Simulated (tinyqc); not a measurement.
Inside a calculation (part 3 of 3). Method: UKS/LDA (VWN5) in the sto-3g basis, for H2O, spin multiplicity 3. Computed by tinyqc, a small Python program that keeps every step (integrals from PySCF). Command: `OMP_NUM_THREADS=1 python tinyqc.py 31651 31652 out.jsonl` (the two numbers bound the seeds that draw the settings). One thread of a shared host (Intel(R) Xeon(R) Processor @ 2.60GHz), about 2 s of CPU time with the checks.

Geometry (angstrom):
```
atom         x          y         z
O     0.000000   0.000000  0.000000
H     0.000000   0.882000  0.624000
H     0.000000  -0.882000  0.624000
```

## Iteration 11 (converged): orbitals

converged F(alpha) (hartree), order 1O 1s, 1O 2s, 1O 2px, 1O 2py, 1O 2pz, 2H 1s, 3H 1s:
$$\begin{pmatrix}
-18.426478 & -4.795415 & 0.000000 & 0.000000 & -0.008455 & -0.823920 & -0.823920 \\
-4.795415 & -2.049785 & 0.000000 & 0.000001 & -0.084266 & -0.634248 & -0.634249 \\
0.000000 & 0.000000 & -0.262543 & 0.000000 & 0.000000 & 0.000000 & 0.000000 \\
0.000000 & 0.000001 & 0.000000 & -0.281701 & 0.000000 & -0.228436 & 0.228438 \\
-0.008455 & -0.084266 & 0.000000 & 0.000000 & -0.232884 & -0.179395 & -0.179396 \\
-0.823920 & -0.634248 & 0.000000 & -0.228436 & -0.179395 & -0.313003 & -0.195621 \\
-0.823920 & -0.634249 & 0.000000 & 0.228438 & -0.179396 & -0.195621 & -0.313007
\end{pmatrix}$$

converged F(beta) (hartree), order 1O 1s, 1O 2s, 1O 2px, 1O 2py, 1O 2pz, 2H 1s, 3H 1s:
$$\begin{pmatrix}
-18.396206 & -4.776380 & 0.000000 & 0.000000 & -0.003935 & -0.820680 & -0.820680 \\
-4.776380 & -1.962184 & 0.000000 & 0.000001 & -0.062112 & -0.607943 & -0.607944 \\
0.000000 & 0.000000 & -0.125674 & 0.000000 & 0.000000 & 0.000000 & 0.000000 \\
0.000000 & 0.000001 & 0.000000 & -0.227101 & 0.000000 & -0.214483 & 0.214484 \\
-0.003935 & -0.062112 & 0.000000 & 0.000000 & -0.161048 & -0.164157 & -0.164157 \\
-0.820680 & -0.607943 & 0.000000 & -0.214483 & -0.164157 & -0.249702 & -0.186549 \\
-0.820680 & -0.607944 & 0.000000 & 0.214484 & -0.164157 & -0.186549 & -0.249708
\end{pmatrix}$$

X, order 1O 1s, 1O 2s, 1O 2px, 1O 2py, 1O 2pz, 2H 1s, 3H 1s:
$$\begin{pmatrix}
-0.342802 & 0.000000 & 0.736520 & 0.000000 & -0.613044 & 0.000000 & 0.178940 \\
1.063888 & 0.000000 & -0.280245 & 0.000000 & -0.291654 & 0.000000 & 0.450462 \\
0.000000 & 0.000000 & 0.000000 & 1.000000 & 0.000000 & 0.000000 & 0.000000 \\
0.000000 & 0.886434 & 0.000000 & 0.000000 & 0.000000 & 0.676140 & 0.000000 \\
0.466853 & 0.000000 & 0.661182 & 0.000000 & 0.640253 & 0.000000 & 0.199856 \\
-0.670178 & -0.776515 & -0.180515 & 0.000000 & 0.148296 & 0.385925 & 0.381393 \\
-0.670178 & 0.776515 & -0.180515 & 0.000000 & 0.148296 & -0.385925 & 0.381393
\end{pmatrix}$$

Diagonalise F' = X^T F X, C = X C', fill 6 alpha and 4 beta electrons from the bottom; D(s) = C_occ C_occ^T. Each column has its largest component positive (the first on a tie).

F' = X^T F X (alpha) (hartree):
$$\begin{pmatrix}
-0.300031 & 0.000001 & 1.707017 & 0.000000 & -1.510542 & -0.000001 & 0.443532 \\
0.000001 & 0.266048 & 0.000000 & 0.000000 & -0.000001 & -0.014905 & -0.000001 \\
1.707017 & 0.000000 & -7.893518 & 0.000000 & 7.947941 & 0.000000 & -3.752050 \\
0.000000 & 0.000000 & 0.000000 & -0.262543 & 0.000000 & 0.000000 & 0.000000 \\
-1.510542 & -0.000001 & 7.947941 & 0.000000 & -8.552783 & 0.000000 & 4.058195 \\
-0.000001 & -0.014905 & 0.000000 & 0.000000 & 0.000000 & -0.402182 & 0.000001 \\
0.443532 & -0.000001 & -3.752050 & 0.000000 & 4.058195 & 0.000001 & -2.667541
\end{pmatrix}$$

orbital energies (alpha) (hartree): MO1 -18.439107, MO2 -0.881376, MO3 -0.402514, MO4 -0.269824, MO5 -0.262543, MO6 0.176434, MO7 0.266381

coefficients C (alpha), order 1O 1s, 1O 2s, 1O 2px, 1O 2py, 1O 2pz, 2H 1s, 3H 1s:
$$\begin{pmatrix}
0.992707 & -0.247696 & -0.000001 & 0.086534 & 0.000000 & 0.116227 & -0.000002 \\
0.031586 & 0.906576 & 0.000005 & -0.423042 & 0.000001 & -0.704649 & 0.000013 \\
0.000000 & 0.000000 & 0.000000 & 0.000002 & 1.000000 & 0.000000 & 0.000000 \\
0.000000 & -0.000002 & 0.695729 & 0.000004 & 0.000000 & 0.000016 & 0.871144 \\
0.003203 & 0.115368 & -0.000002 & 0.819526 & -0.000001 & -0.648102 & 0.000010 \\
-0.006699 & 0.118329 & 0.368520 & 0.260461 & 0.000000 & 0.753174 & -0.784937 \\
-0.006699 & 0.118331 & -0.368524 & 0.260461 & 0.000000 & 0.753200 & 0.784911
\end{pmatrix}$$

F' = X^T F X (beta) (hartree):
$$\begin{pmatrix}
-0.201092 & 0.000002 & 1.723806 & 0.000000 & -1.515050 & -0.000001 & 0.468670 \\
0.000002 & 0.335930 & 0.000000 & 0.000000 & -0.000001 & -0.019787 & -0.000001 \\
1.723806 & 0.000000 & -7.849437 & 0.000000 & 7.960675 & 0.000000 & -3.749378 \\
0.000000 & 0.000000 & 0.000000 & -0.125674 & 0.000000 & 0.000000 & 0.000000 \\
-1.515050 & -0.000001 & 7.960675 & 0.000000 & -8.506281 & 0.000000 & 4.064220 \\
-0.000001 & -0.019787 & 0.000000 & 0.000000 & 0.000000 & -0.346504 & 0.000002 \\
0.468670 & -0.000001 & -3.749378 & 0.000000 & 4.064220 & 0.000002 & -2.593884
\end{pmatrix}$$

orbital energies (beta) (hartree): MO1 -18.408078, MO2 -0.797776, MO3 -0.347077, MO4 -0.210183, MO5 -0.125674, MO6 0.265344, MO7 0.336503

coefficients C (beta), order 1O 1s, 1O 2s, 1O 2px, 1O 2py, 1O 2pz, 2H 1s, 3H 1s:
$$\begin{pmatrix}
0.992953 & -0.245087 & -0.000001 & 0.084214 & 0.000000 & 0.121254 & -0.000004 \\
0.030543 & 0.894065 & 0.000006 & -0.417204 & 0.000000 & -0.723898 & 0.000021 \\
0.000000 & 0.000000 & 0.000000 & 0.000000 & 1.000000 & 0.000000 & 0.000000 \\
0.000000 & -0.000002 & 0.701526 & 0.000005 & 0.000000 & 0.000026 & 0.866482 \\
0.002801 & 0.087278 & -0.000003 & 0.814871 & 0.000000 & -0.658286 & 0.000017 \\
-0.006404 & 0.133935 & 0.363274 & 0.269167 & 0.000000 & 0.747472 & -0.787387 \\
-0.006404 & 0.133937 & -0.363279 & 0.269166 & 0.000000 & 0.747516 & 0.787344
\end{pmatrix}$$

D(alpha) after iteration 11, order 1O 1s, 1O 2s, 1O 2px, 1O 2py, 1O 2pz, 2H 1s, 3H 1s:
$$\begin{pmatrix}
1.067817 & -0.311706 & 0.000000 & 0.000002 & -0.029806 & 0.074118 & 0.074122 \\
-0.311706 & 1.498372 & 0.000000 & -0.000011 & 0.214682 & -0.533845 & -0.533864 \\
0.000000 & 0.000000 & 1.000000 & 0.000000 & 0.000000 & 0.000000 & 0.000000 \\
0.000002 & -0.000011 & 0.000000 & 0.484039 & -0.000008 & 0.256403 & -0.256380 \\
-0.029806 & 0.214682 & 0.000000 & -0.000008 & 1.104980 & -0.261050 & -0.261065 \\
0.074118 & -0.533845 & 0.000000 & 0.256403 & -0.261050 & 0.784965 & 0.513369 \\
0.074122 & -0.533864 & 0.000000 & -0.256380 & -0.261065 & 0.513369 & 0.785006
\end{pmatrix}$$

D(beta) after iteration 11, order 1O 1s, 1O 2s, 1O 2px, 1O 2py, 1O 2pz, 2H 1s, 3H 1s:
$$\begin{pmatrix}
1.053114 & -0.223930 & 0.000000 & 0.000000 & 0.050014 & -0.016517 & -0.016517 \\
-0.223930 & 0.974345 & 0.000000 & 0.000000 & -0.261850 & 0.007256 & 0.007254 \\
0.000000 & 0.000000 & 0.000000 & 0.000000 & 0.000000 & 0.000000 & 0.000000 \\
0.000000 & 0.000000 & 0.000000 & 0.492139 & 0.000002 & 0.254847 & -0.254848 \\
0.050014 & -0.261850 & 0.000000 & 0.000002 & 0.671640 & 0.231007 & 0.231008 \\
-0.016517 & 0.007256 & 0.000000 & 0.254847 & 0.231007 & 0.222398 & -0.041539 \\
-0.016517 & 0.007254 & 0.000000 & -0.254848 & 0.231008 & -0.041539 & 0.222402
\end{pmatrix}$$

## Convergence

Stop when the energy changes by less than 1e-09 hartree and every element of the error matrix X^T (F D S - S D F) X (for each spin) is below 9e-06.

Course of the cycle:
```
iteration   E (hartree)     change  largest element of the error matrix
1          -59.62233933          -                             4.94e+00
2          -74.03084678  -1.44e+01                             3.07e-01
3          -74.17301715  -1.42e-01                             2.81e-01
4          -74.44457755  -2.72e-01                             3.79e-02
5          -74.43360658   1.10e-02                             5.90e-02
6          -74.45099638  -1.74e-02                             5.02e-03
7          -74.45110355  -1.07e-04                             2.73e-03
8          -74.45113594  -3.24e-05                             5.62e-04
9          -74.45113733  -1.39e-06                             1.13e-04
10         -74.45113739  -5.53e-08                             6.94e-06
11         -74.45113739  -2.08e-10                             1.99e-06
```

PySCF UKS in the same basis, fine grid, after a stability check = -74.44911253 hartree

Converged in 11 iterations. The coarse grid moves the energy by -2.02e-03 hartree.

## Populations, bond orders and dipole

overlap S, order 1O 1s, 1O 2s, 1O 2px, 1O 2py, 1O 2pz, 2H 1s, 3H 1s:
$$\begin{pmatrix}
1.000000 & 0.236704 & 0.000000 & 0.000000 & 0.000000 & 0.040240 & 0.040240 \\
0.236704 & 1.000000 & 0.000000 & 0.000000 & 0.000000 & 0.397665 & 0.397665 \\
0.000000 & 0.000000 & 1.000000 & 0.000000 & 0.000000 & 0.000000 & 0.000000 \\
0.000000 & 0.000000 & 0.000000 & 1.000000 & 0.000000 & 0.284202 & -0.284202 \\
0.000000 & 0.000000 & 0.000000 & 0.000000 & 1.000000 & 0.201068 & 0.201068 \\
0.040240 & 0.397665 & 0.000000 & 0.284202 & 0.201068 & 1.000000 & 0.173489 \\
0.040240 & 0.397665 & 0.000000 & -0.284202 & 0.201068 & 0.173489 & 1.000000
\end{pmatrix}$$

Mulliken: Z minus the diagonal of D S on the atom; Loewdin: the same with S^(1/2) D S^(1/2); Mayer order: 2 sum_s sum (D(s) S)_ij (D(s) S)_ji over the two atoms.

Charges (e):
```
atom   Mulliken    Loewdin  Mulliken spin
1O     0.042807   0.105551       1.302352
2H    -0.021390  -0.052763       0.348814
3H    -0.021417  -0.052789       0.348834
```

Mayer bond orders:
```
pair     order
2-1   0.678138
3-1   0.678122
3-2   0.199734
```

dipole moment about the origin, x y z (debye): [0.000000, 0.000133, 0.019362]

<S^2> of the determinant (pure state: 2) = 2.000045
